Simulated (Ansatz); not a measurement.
## Nudged elastic band run: C₂H₃NO

The input (input.yaml):

```yaml
crystal:
  periodic: [false, false, false]
  atoms:
    - { symbol: C, position_ang: [-0.323293, 0.727824, -0.305166] }
    - { symbol: O, position_ang: [0.958029, -0.025701, -0.124511] }
    - { symbol: C, position_ang: [0.696767, -1.234675, 0.471282] }
    - { symbol: "N", position_ang: [0.591814, -2.318448, 0.988553] }
    - { symbol: H, position_ang: [-1.021983, 0.171833, -0.962394] }
    - { symbol: H, position_ang: [-0.80649, 0.930109, 0.671991] }
    - { symbol: H, position_ang: [-0.033644, 1.680958, -0.785555] }
basis:
  gaussian: { orbitals: STO-3G }
hamiltonian:
  xc: b3lyp
  dispersion: d4
neb:
  order_check: false
  images: 5
  f_tol: 0.05
  max_iterations: 60
  final_atoms:
    - { symbol: C, position_ang: [-0.40085286, 0.66872253, -0.34566465] }
    - { symbol: O, position_ang: [0.01161437, -0.74438122, -0.62037216] }
    - { symbol: C, position_ang: [0.68792304, -1.24140385, 0.46625223] }
    - { symbol: "N", position_ang: [1.29373434, -1.7838165, 1.35622955] }
    - { symbol: H, position_ang: [-0.93135899, 0.99827852, -1.2585384] }
    - { symbol: H, position_ang: [-1.08351751, 0.72074405, 0.52642708] }
    - { symbol: H, position_ang: [0.48365761, 1.31375649, -0.17013366] }
  initial_path:
    images:
      - { positions_ang: [[-0.323293, 0.727824, -0.305166], [0.958029, -0.025701, -0.124511], [0.696767, -1.234675, 0.471282], [0.591814, -2.318448, 0.988553], [-1.021983, 0.171833, -0.962394], [-0.80649, 0.930109, 0.671991], [-0.033644, 1.680958, -0.785555]] }
      - { positions_ang: [[-0.3203341, 0.71079284, -0.24492066], [0.83449632, 0.02123736, 0.15413522], [0.69162403, -1.21341867, 0.44816255], [0.66514191, -2.30993096, 0.74030282], [-1.04675433, 0.10196367, -0.80981823], [-0.81359228, 1.14870032, 0.5406651], [0.05061845, 1.47255544, -0.87432679]] }
      - { positions_ang: [[-0.31737519, 0.69376167, -0.18467533], [0.71096365, 0.06817571, 0.43278143], [0.68648107, -1.19216235, 0.42504309], [0.73846982, -2.30141391, 0.49205264], [-1.07152566, 0.03209434, -0.65724247], [-0.82069457, 1.36729165, 0.4093392], [0.13488089, 1.26415289, -0.96309857]] }
      - { positions_ang: [[-0.31441629, 0.67673051, -0.12442999], [0.58743097, 0.11511407, 0.71142765], [0.6813381, -1.17090602, 0.40192364], [0.81179772, -2.29289687, 0.24380246], [-1.09629699, -0.03777499, -0.5046667], [-0.82779685, 1.58588297, 0.2780133], [0.21914334, 1.05575033, -1.05187036]] }
      - { positions_ang: [[-0.34322848, 0.67406118, -0.19817488], [0.3954921, -0.17138436, 0.26749438], [0.68353308, -1.1944053, 0.4233665], [0.97244326, -2.12320341, 0.61461149], [-1.04131766, 0.30757618, -0.75595727], [-0.91303707, 1.29750333, 0.36081789], [0.30731476, 1.14175238, -0.75795812]] }
      - { positions_ang: [[-0.37204067, 0.67139185, -0.27191977], [0.20355323, -0.45788279, -0.17643889], [0.68572806, -1.21790458, 0.44480937], [1.1330888, -1.95350996, 0.98542052], [-0.98633832, 0.65292735, -1.00724783], [-0.99827729, 1.00912369, 0.44362249], [0.39548618, 1.22775444, -0.46404589]] }
      - { positions_ang: [[-0.40085286, 0.66872253, -0.34566465], [0.01161437, -0.74438122, -0.62037216], [0.68792304, -1.24140385, 0.46625223], [1.29373434, -1.7838165, 1.35622955], [-0.93135899, 0.99827852, -1.2585384], [-1.08351751, 0.72074405, 0.52642708], [0.48365761, 1.31375649, -0.17013366]] }
```

Launched with:

```bash
$ ansatz run input.yaml --threads 1 --pin off --max-ram 2048MiB --backend cpu --events-out ev --progress --plain --runs-dir out
```

Output, in part (warnings, iteration lines, the closing report on the highest movable image, with atoms numbered from 0):

```
NEB end point (image 0): max|allowed force component| = 5.224e-3 eV/Å (the criterion of neb.relax_end_points is 1.000e-2)
NEB end point (image 6): max|allowed force component| = 1.166e-3 eV/Å (the criterion of neb.relax_end_points is 1.000e-2)
NEB iter   1: max|band force component| = 4.463e1 eV/Å  barrier→ = 11.4491 eV  barrier← = 11.4491 eV  Δτ_max = 0.1974 Å  (147 SCF iters)
NEB iter   2: max|band force component| = 8.082e0 eV/Å  barrier→ = 3.4270 eV  barrier← = 3.4270 eV  Δτ_max = 0.1939 Å  (141 SCF iters)
NEB iter   3: max|band force component| = 3.715e0 eV/Å  barrier→ = 1.6157 eV  barrier← = 1.6157 eV  Δτ_max = 0.1916 Å  (131 SCF iters)
NEB iter   4: max|band force component| = 2.169e0 eV/Å  barrier→ = 1.3553 eV  barrier← = 1.3553 eV  Δτ_max = 0.1991 Å  (141 SCF iters)
NEB iter   5: max|band force component| = 2.474e0 eV/Å  barrier→ = 0.7623 eV  barrier← = 0.7623 eV  Δτ_max = 0.2000 Å  (144 SCF iters)
NEB iter   6: max|band force component| = 1.779e0 eV/Å  barrier→ = 0.4102 eV  barrier← = 0.4102 eV  Δτ_max = 0.1985 Å  (144 SCF iters)
NEB iter   7: max|band force component| = 2.182e0 eV/Å  barrier→ = 0.2935 eV  barrier← = 0.2935 eV  Δτ_max = 0.1000 Å  (151 SCF iters)
NEB iter   8: max|band force component| = 1.991e0 eV/Å  barrier→ = 0.2426 eV  barrier← = 0.2426 eV  Δτ_max = 0.1029 Å  (130 SCF iters)
NEB iter   9: max|band force component| = 1.795e0 eV/Å  barrier→ = 0.1878 eV  barrier← = 0.1878 eV  Δτ_max = 0.1940 Å  (130 SCF iters)
NEB iter  10: max|band force component| = 3.020e0 eV/Å  barrier→ = 0.5269 eV  barrier← = 0.5269 eV  Δτ_max = 0.1026 Å  (139 SCF iters)
NEB iter  11: max|band force component| = 1.414e0 eV/Å  barrier→ = 0.2062 eV  barrier← = 0.2062 eV  Δτ_max = 0.1974 Å  (136 SCF iters)
NEB iter  12: max|band force component| = 9.528e-1 eV/Å  barrier→ = 0.1243 eV  barrier← = 0.1243 eV  Δτ_max = 0.0720 Å  (133 SCF iters)
NEB iter  13: max|band force component| = 4.061e-1 eV/Å  barrier→ = 0.0856 eV  barrier← = 0.0856 eV  CI = image 3  Δτ_max = 0.0888 Å  (133 SCF iters)
NEB iter  14: max|band force component| = 4.581e-1 eV/Å  barrier→ = 0.0652 eV  barrier← = 0.0652 eV  CI = image 3  Δτ_max = 0.0457 Å  (126 SCF iters)
NEB iter  15: max|band force component| = 6.213e-2 eV/Å  barrier→ = 0.0637 eV  barrier← = 0.0637 eV  CI = image 3  Δτ_max = 0.0246 Å  (129 SCF iters)
NEB iter  16: max|band force component| = 7.134e-2 eV/Å  barrier→ = 0.0637 eV  barrier← = 0.0637 eV  CI = image 3  Δτ_max = 0.0076 Å  (126 SCF iters)
NEB iter  17: max|band force component| = 1.948e-2 eV/Å  barrier→ = 0.0636 eV  barrier← = 0.0636 eV  CI = image 3  Δτ_max = 0.0000 Å  (226 SCF iters)
Total energy: -5584.51240583 eV, -205.2270455958 hartree
Atom 0 at    -0.381740     0.696276    -0.326741 Å, force    -0.004290    -0.001933    -0.001552 eV/Å
Atom 1 at     0.515595    -0.458322    -0.674579 Å, force     0.004516    -0.002129    -0.005583 eV/Å
Atom 2 at     0.730544    -1.246159     0.423266 Å, force    -0.002979     0.013172     0.007843 eV/Å
Atom 3 at     0.989530    -2.007199     1.322232 Å, force     0.002010    -0.009850    -0.001279 eV/Å
Atom 4 at    -1.278418     0.630799    -0.974933 Å, force    -0.001245     0.001927     0.000839 eV/Å
Atom 5 at    -0.685484     0.686356     0.736726 Å, force     0.000995     0.000833    -0.000108 eV/Å
Atom 6 at     0.171173     1.630148    -0.551771 Å, force     0.000993    -0.002020    -0.000160 eV/Å
Dipole moment:    -0.331895     0.600672    -0.275199 e Å
```

The run converged. A vibrational analysis at the climbing image gives one clearly imaginary mode, 168i cm⁻¹: a first-order saddle point. Limits of this set-up: minimal basis.

Final band (atoms are numbered from 1 in the order of the input):

| image | path coordinate (Å) | energy (eV) | dihedral H6–C1–O2–C3 (°) |
| --- | --- | --- | --- |
| 0 | 0.00 | 0.000 | 61 |
| 1 | 0.38 | 0.015 | 42 |
| 2 | 0.77 | 0.047 | 22 |
| 3 | 1.15 | 0.064 | 0 |
| 4 | 1.54 | 0.047 | -22 |
| 5 | 1.93 | 0.015 | -42 |
| 6 | 2.32 | 0.000 | -61 |

The run took 55 s on 1 thread of Intel(R) Xeon(R) 6975P-C (Granite Rapids), on a shared host, peak memory 0.1 GiB.
